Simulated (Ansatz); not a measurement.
P₄⁻ was relaxed with B3LYP-D4 (def2-TZVPD) in Ansatz in these states: charge -1 doublet, charge -1 quartet. The geometries follow in no particular order.

A:

```xyz
4

P    -0.3266    1.4127    0.4089
P     0.5711   -0.9441   -1.0257
P    -1.4324   -0.3594   -0.3060
P     1.1880   -0.1091    0.9227
```

B:

```csv
atom,x (Å),y (Å),z (Å)
P1,-1.2083,-0.3133,-0.2264
P2,0.7008,-0.8281,0.6577
P3,-0.1365,1.2015,0.9945
P4,0.6441,-0.0601,-1.4258
```

Judge from the bond lengths which geometry belongs to which state (an estimate).

A is the charge -1 quartet (P1–P2 2.901 Å, P2–P3 2.208 Å, P1–P4 2.208 Å); B is the charge -1 doublet (P1–P2 2.166 Å, P2–P3 2.221 Å, P1–P4 2.221 Å).

At B3LYP-D4/def2-TZVPD the highest occupied level of the charge -1 doublet lies above zero (up to 0.31 eV). By energy differences its removal costs 1.41 eV (vertical, to the charge 0 singlet, at CCSD(T)/def2-TZVPPD). At PBE0-D4/def2-TZVPD a doublet lies 1.03 eV below the charge -1 quartet. These are the stationary points nearest to one start from a short search; other shapes may lie lower in each state.
